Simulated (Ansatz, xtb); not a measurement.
C3H6F: 5 structures ranked

5 gas-phase structures of C3H6F, found in a search over its isomers (lower ones may exist). Each was relaxed with GFN2-xTB; where two conformers were screened, the lower at r2SCAN-D4/def2-SVP is listed:

A. `[CH2][C@H](C)F`, a doublet
B. `C[CH]CF`, a doublet
C. `CC[CH]F`, a doublet
D. `C[C](C)F`, a doublet
E. `[CH2]CCF`, a doublet

Which do you expect lowest at r2SCAN-D4/def2-SVP, and how would the others follow?

Calculated order at r2SCAN-D4/def2-SVP: D (0.0), C (8.2), B (8.2), A (8.6), E (11.6) kcal/mol. Less than 1 kcal/mol parts C and B; B and A, so the order within those pairs means little.

Energies above the lowest of each column, in kcal/mol; the last columns are at B3LYP/6-31G* geometries (a dash: not run or not comparable):

| structure | GFN2-xTB | HF/STO-3G | r2SCAN-D4/def2-SVP | B3LYP/6-31G* | CCSD(T)/def2-SVP + ΔMP2/def2-TZVPP |
| --- | --- | --- | --- | --- | --- |
| D | 0.0 | 0.0 | 0.0 | 0.0 | 0.0 |
| C | 5.8 | 5.3 | 8.2 | 7.2 | 5.7 |
| B | 6.8 | 12.0 | 8.2 | 8.4 | 6.5 |
| A | 9.6 | 12.9 | 8.6 | 8.5 | – |
| E | 12.2 | 14.7 | 11.6 | 11.7 | – |

Every level run on D puts it lowest or level with the lowest. Flexible structures stand in one conformer each, not always the lowest. Frequencies (B3LYP/6-31G*) were run for B, C, D alone. Open shells are spin-unrestricted. ΔMP2 is the change of the MP2 energy from the smaller to the larger basis.

Over these structures GFN2-xTB departs from r2SCAN-D4/def2-SVP by 1.1 kcal/mol on average once a common shift is removed. A GFN2-xTB relaxation took about 0.062 s and the r2SCAN-D4/def2-SVP energy about 3.6 s on a shared host (Ansatz 0.2.0, xtb 6.7.1 (Pople sets with spherical d functions)).
